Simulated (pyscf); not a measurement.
# Four-centre exchange: `[CH3][GeH3]` + `[ClH]` → `[CH3][GeH2][Cl]` + `[H][H]`

Gas phase, singlet surface, charge 0. Bonds broken: Ge2–H6, Cl9–H10. Bonds formed: Ge2–Cl9, H6–H10. PySCF, gas phase, ωB97X-D3(BJ)/def2-SVP geometries.

Transition state (Å):

```xyz
10

C     -1.6863    -0.8298    -0.2185
Ge     0.0316    -0.0394    -0.5997
H     -1.5681    -1.8983     0.0183
H     -2.3544    -0.6791    -1.0757
H     -2.1221    -0.3117     0.6479
H      0.4839     1.3764     0.4933
H      1.1002    -0.7143     0.3076
H      0.6296     0.0652    -1.9967
Cl    -1.3144     2.1391    -1.2589
H     -0.1077     1.8080    -0.0011
```

One imaginary mode, 967i cm⁻¹; descent along it reached the two sides named.

```json
[
 {"bond": "Ge2–H6", "change": "breaks", "reactant side (Å)": "1.546", "saddle": "1.845", "product side": "3.7"},
 {"bond": "Cl9–H10", "change": "breaks", "reactant side (Å)": "1.285", "saddle": "1.774", "product side": "2.9"},
 {"bond": "Ge2–Cl9", "change": "forms", "reactant side (Å)": "3.7", "saddle": "2.6", "product side": "2.172"},
 {"bond": "H6–H10", "change": "forms", "reactant side (Å)": "2.223", "saddle": "0.884", "product side": "0.761"}
]
```

Electronic energies relative to the separated reactants (kJ/mol):

| level | barrier | reaction energy | reverse barrier |
|---|---|---|---|
| ωB97X-D3(BJ)/def2-TZVP | 147.5 | -72.1 | 219.6 |
| PBE/def2-TZVP | 130.4 | -59.5 | 189.9 |
| r²SCAN/def2-TZVP | 136.1 | -65.9 | 202.0 |
| B3LYP-D3(BJ)/def2-TZVP | 143.0 | -64.5 | 207.4 |
| PBE0-D3(BJ)/def2-TZVP | 137.7 | -62.1 | 199.8 |
| M06-2X/def2-TZVP | 136.1 | -79.4 | 215.5 |
| ωB97M-D3(BJ)/def2-TZVP | 154.2 | -59.7 | 213.9 |
| HF/def2-TZVP | 208.9 | -57.4 | 266.3 |

With ωB97M-D3(BJ)/def2-TZVP energies and thermal terms (ideal gas, 1 atm, RRHO with modes under 100 cm⁻¹ raised to 100, one conformer, R ln 2 for chiral ones without a mode under 150 cm⁻¹), in kJ/mol:

```json
[
 {"T (K)": "298", "ΔH‡": "152.0", "ΔG‡": "189.8", "ΔH": "-64.3", "ΔG": "-60.7"},
 {"T (K)": "600", "ΔH‡": "152.1", "ΔG‡": "228.2", "ΔH": "-61.1", "ΔG": "-58.4"},
 {"T (K)": "900", "ΔH‡": "153.5", "ΔG‡": "266.0", "ΔH": "-59.1", "ΔG": "-57.6"},
 {"T (K)": "1200", "ΔH‡": "155.2", "ΔG‡": "303.2", "ΔH": "-58.1", "ΔG": "-57.3"}
]
```

One saddle was located; it need not be the lowest between these sides. Elements up to Kr have no core potential and no relativistic terms here.
